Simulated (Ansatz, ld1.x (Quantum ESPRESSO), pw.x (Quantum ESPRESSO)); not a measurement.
## From atom to crystal: PAW potential for K (Z = 19)

ld1.x (Quantum ESPRESSO) 7.5 input, shortened:

```
&input
   title='K', zed=19., rel=1, dft='PBESOL', iswitch=3,
   config='[Ar] 3d0 4s0.75 4p0'
 /
 &inputp
   pseudotype=3, lpaw=.true., tm=.true., lloc=-1, rcloc=3.75,
   nlcc=.false.,
   which_augfun='PSQ', rmatch_augfun_nc=.true.
 /
6
3S  1  0   2.00   0.00  1.70  1.85  0.0
4S  2  0   0.75   0.00  1.70  1.85  0.0
3P  2  1   6.00   0.00  2.35  2.85  0.0
4P  3  1   0.00   0.00  2.35  2.85  0.0
3D  3  2   0.00   0.00  3.60  4.50  0.0
3D  3  2   0.00   0.85  3.60  4.50  0.0
 &test
   configts(1)='3s2 3p6 3d0 4s0.75 4p0'
 /
```

Atomic tests: cutoffs needed: 15 Ry and 21 Ry (the cutoffs (Ry, on a coarse ladder) from which the occupation-weighted sum of valence levels, in a spherical-Bessel basis at the reference potential, stays within 10 and 1 mRy of its value at 400 Ry); ghost test: no extra level below or beside the all-electron valence levels (s, p, d, f tested) (spherical-Bessel basis up to 400 Ry, 20 bohr box); configuration tests: test run stopped at test 5 of 7 (negative rho), 1 before it not solved.

Crystal test: bcc K in pw.x 7.5, no spin, 9³ k-points, Fermi–Dirac smearing 0.01 Ry, cutoffs 40/320 Ry. The reference is all-electron LAPW (Ansatz 0.2.0) with the same functional, mesh and smearing; V0 and B0 come from Birch–Murnaghan fits to the pressures at five volumes. Errors are pseudo minus all-electron; Δ is the rms difference of the E(V) curves that follow from these fits, minima aligned, over ±6 % about the mean V0. Mesh and smearing are coarse, so the numbers serve the comparison and aren't converged zero-temperature values; the lattice is a test structure that the element need not adopt.

```json
{"V (Å³/atom)": "67.914", "P all-electron (GPa)": "0.19", "P pseudo (GPa)": "0.23"}
{"V (Å³/atom)": "69.701", "P all-electron (GPa)": "0.08", "P pseudo (GPa)": "0.12"}
{"V (Å³/atom)": "71.488", "P all-electron (GPa)": "-0.01", "P pseudo (GPa)": "0.02"}
{"V (Å³/atom)": "73.275", "P all-electron (GPa)": "-0.10", "P pseudo (GPa)": "-0.07"}
{"V (Å³/atom)": "75.062", "P all-electron (GPa)": "-0.17", "P pseudo (GPa)": "-0.15"}
```

All-electron: a0 = 5.222 Å (V0 = 71.21 Å³/atom), B0 = 3.6 GPa.

Pseudopotential: mean pressure error (GPa): +0.03; a0 (Å): 5.239; a0 error (%): +0.32; B0 error (%): +1.0; Δ (meV/atom): 0.5. The largest radius (4.50 bohr) exceeds half the bond length (4.28 bohr), so the spheres overlap, which is one possible source of error among others. Atomic configuration tests: test run stopped at test 5 of 7 (negative rho), 1 before it not solved.

**Question.** At the middle volume, how do free energy and pressure move when the wave cutoff is lowered (ecutrho held at 320 Ry)?

**Answer.**

```json
{"cutoff (Ry)": "18", "shift of F (meV/atom)": "+19.4", "shift of P (GPa)": "-0.11"}
{"cutoff (Ry)": "24", "shift of F (meV/atom)": "+6.7", "shift of P (GPa)": "-0.05"}
{"cutoff (Ry)": "32", "shift of F (meV/atom)": "+1.0", "shift of P (GPa)": "-0.01"}
```

The run at the middle volume (35 k-points, 17 iterations) took about 43 s on one core of a shared host (Neoverse-V1, 32 threads, 247 GiB, load 9).
